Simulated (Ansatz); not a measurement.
**Relative stability**

Two relaxed structures of BSiH3Cl, doublet (PBE0-D4/def2-TZVP; forces vanish, vibrations not checked).

A:

Si1  (-0.683, 0.458, -0.477)
B2  (0.763, -0.328, 0.542)
Cl3  (0.958, -2.067, 0.602)
H4  (-1.679, -0.328, -1.242)
H5  (-0.902, 1.921, -0.568)
H6  (1.543, 0.344, 1.143)
(Å)

B:

Si1  (0.699, -0.317, 0.496)
B2  (-0.724, 0.455, -0.507)
Cl3  (1.036, -2.322, 0.647)
H4  (-1.495, -0.232, -1.103)
H5  (-0.797, 1.647, -0.504)
H6  (1.743, 0.370, 1.290)
(Å)

Computed with Ansatz 0.2.0 (basis: def2-TZVPP); correlated methods freeze the cores; orbitals are unrestricted. B3LYP uses VWN-RPA correlation.

**Question.** Which structure is lower at CCSD(T), and by how much? (To be estimated.)

**Answer.** By the calculation: B, by 7.6 kJ/mol (electronic energy, against the other). By their contacts, A is BSiH₃Cl ([SiH2][BH][Cl]) and B is BSiH₃Cl ([BH2][SiH][Cl]).

All methods give the same order:

```csv
method,E(B) − E(A) (kJ/mol)
PBE-D4,-10.4
r2SCAN-D4,-12.1
PBE0-D4,-11.0
B3LYP-D4,-12.4
wB97M-V,-14.1
HF,-11.3
MP2,-8.1
CCSD,-8.4
CCSD(T),-7.6
```

The T1 diagnostic stays at or below 0.016. ⟨S²⟩ of the unrestricted Hartree–Fock references: 0.76 to 0.77 (a pure state has 0.75).

Labels in which every atom is bracketed show which atoms are joined, not bond orders.

For scale, one of the runs: CCSD(T)/def2-TZVPP, 157 basis functions, launched by `ansatz run in.yaml --threads 2 --pin off --events-out ev --progress --plain --max-ram 4352MiB`. Hardware: 2 CPU threads of an Intel Xeon Platinum 8259CL, shared host. Wall time 49 s; peak host memory 2.4 GiB.
